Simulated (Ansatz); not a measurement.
fcc Pt, treated with PBE (PAW; Ansatz, a quantum-chemistry and plane-wave program).

Numerical settings: plane-wave cutoff 520 eV, 20×20×20 k mesh, Fermi–Dirac smearing 0.1 eV, perturbation theory, scalar-relativistic PAW data made under PBE.

The cell has the measured lattice parameters. Conventional cell: a = 3.9236 Å, b = 3.9236 Å, c = 3.9236 Å, α = 90.00°, β = 90.00°, γ = 90.00°.

Space group Fm-3m (No. 225); a = 3.9236 Å, b = 3.9236 Å, c = 3.9236 Å, α = 90.00°, β = 90.00°, γ = 90.00°

| atom | site | symmetry | x | y | z |
|---|---|---|---|---|---|
| Pt | 4a | m-3m | 0.0000 | 0.0000 | 0.0000 |
(The calculation used a cell of 1 atom; values per cell refer to that cell.)

Harmonic phonon frequencies (cm⁻¹; i marks an imaginary mode):

| q point | frequencies |
|---|---|
| X | 132 132 197 |
| L | 96 96 203 |
| W | (withheld) |

**Question.** Some entries are withheld; supply them.

**Answer.** 
- W, frequencies: 115 160 160

No imaginary mode appears at these points.

Note: the cell isn't this level's own, so it is under some stress, which shifts stiffness and frequencies.
